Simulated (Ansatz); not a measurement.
```xyz
12

C    -0.198   -0.569   -1.419
C    -0.023   -0.101   -0.190
C     0.305   -0.960    0.988
C    -0.142    1.353    0.129
F    -0.449    2.117   -0.973
H    -0.107   -1.628   -1.630
H    -0.435    0.093   -2.242
H     1.253   -0.660    1.446
H     0.384   -2.008    0.699
H    -0.462   -0.877    1.765
H     0.801    1.727    0.547
H    -0.927    1.513    0.879
```

Total charge 0; spin multiplicity 1.

Task: List the CAM-B3LYP/def2-TZVPP orbital energies in eV (Ansatz 0.2.0). (Best estimate.)

Result: Computed: Occupied: -673.20, -280.95, -279.22, -278.91, -278.48, -34.81, -24.59, -21.17, -21.08, -16.87, -15.66, -15.58, -15.20, -13.40, -13.28, -12.95, -11.87, -11.43, -10.99, -8.69. Lowest empty: 1.42, 1.96, 2.83, 3.34, 3.69, 3.89, 4.56, 4.83.
